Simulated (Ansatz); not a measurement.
## C2H4Al+: where a starting geometry ends

The starting geometry of this gas-phase singlet was optimised with GFN2-xTB.

```xyz
7

C    -0.0620   -0.0012    2.1777
C    -0.1092   -0.0357    3.5323
Al   -0.6893   -1.9790    4.4395
H     0.8438   -0.2245    1.6324
H    -0.9259    0.2586    1.5827
H     0.8380   -0.0517    4.0959
H    -0.9581    0.4448    4.0457
```

Where would you expect an optimisation with BLYP-D3(BJ)/def2-SVP to take it?

It loosens into C2H4 + Al, which stay close as a complex (formulas without charges). Contacts that open: C2–Al3 (2.22 → 2.62 Å).

The energy falls by 0.15 eV over 9 steps:

```json
{"step": "1", "E − E(last) (eV)": "0.152"}
{"step": "2", "E − E(last) (eV)": "0.090"}
{"step": "3", "E − E(last) (eV)": "0.042"}
{"step": "4", "E − E(last) (eV)": "0.022"}
{"step": "5", "E − E(last) (eV)": "0.012"}
{"step": "6", "E − E(last) (eV)": "0.001"}
{"step": "7", "E − E(last) (eV)": "0.000"}
{"step": "8", "E − E(last) (eV)": "0.000"}
{"step": "9", "E − E(last) (eV)": "0.000"}
```

Final geometry (Å):

```json
{"atom": "C", "x (Å)": "-0.0649", "y (Å)": "-0.0077", "z (Å)": "2.1943"}
{"atom": "C", "x (Å)": "-0.0585", "y (Å)": "0.1557", "z (Å)": "3.5445"}
{"atom": "Al", "x (Å)": "-0.7536", "y (Å)": "-2.2463", "z (Å)": "4.3310"}
{"atom": "H", "x (Å)": "0.8368", "y (Å)": "-0.3282", "z (Å)": "1.6473"}
{"atom": "H", "x (Å)": "-0.9709", "y (Å)": "0.1774", "z (Å)": "1.5947"}
{"atom": "H", "x (Å)": "0.8806", "y (Å)": "0.0767", "z (Å)": "4.1237"}
{"atom": "H", "x (Å)": "-0.9322", "y (Å)": "0.5837", "z (Å)": "4.0708"}
```

No frequencies were run, so the end isn't proven a minimum. Run with Ansatz 0.2.0, 18 s on 1 thread of Intel(R) Xeon(R) Processor @ 2.50GHz (Skylake/Cascade Lake), with other jobs on the host.
